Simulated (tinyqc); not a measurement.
Worked calculation: MP2 on RHF in the sto-3g basis, frozen core, for H2O, spin multiplicity 1. One step of it, computed by the program tinyqc.

Question. Orthogonalisation. S = U s U^T; symmetric (Loewdin) form X = U s^(-1/2) U^T, so that X^T S X = 1.

overlap S:
```
           1O 1s     1O 2s    1O 2px     1O 2py    1O 2pz     2H 1s      3H 1s
1O 1s   1.000000  0.236704  0.000000   0.000000  0.000000  0.045324   0.045324
1O 2s   0.236704  1.000000  0.000000   0.000000  0.000000  0.427950   0.427950
1O 2px  0.000000  0.000000  1.000000   0.000000  0.000000  0.000000   0.000000
1O 2py  0.000000  0.000000  0.000000   1.000000  0.000000  0.297317  -0.297317
1O 2pz  0.000000  0.000000  0.000000   0.000000  1.000000  0.215065   0.215065
2H 1s   0.045324  0.427950  0.000000   0.297317  0.215065  1.000000   0.200136
3H 1s   0.045324  0.427950  0.000000  -0.297317  0.215065  0.200136   1.000000
```

Give: eigenvalues of S; X.

Answer.

eigenvalues of S: 0.3907  0.4677  0.8889  1.0000  1.0925  1.3321  1.8281

X:
```
          1O 1s    1O 2s  1O 2px   1O 2py   1O 2pz    2H 1s    3H 1s
1O 1s    1.0239  -0.1399  0.0000   0.0000  -0.0084   0.0206   0.0206
1O 2s   -0.1399   1.1969  0.0000   0.0000   0.0860  -0.2566  -0.2566
1O 2px   0.0000   0.0000  1.0000   0.0000   0.0000   0.0000   0.0000
1O 2py   0.0000   0.0000  0.0000   1.0953   0.0000  -0.2049   0.2049
1O 2pz  -0.0084   0.0860  0.0000   0.0000   1.0423  -0.1266  -0.1266
2H 1s    0.0206  -0.2566  0.0000  -0.2049  -0.1266   1.1636  -0.0697
3H 1s    0.0206  -0.2566  0.0000   0.2049  -0.1266  -0.0697   1.1636
```
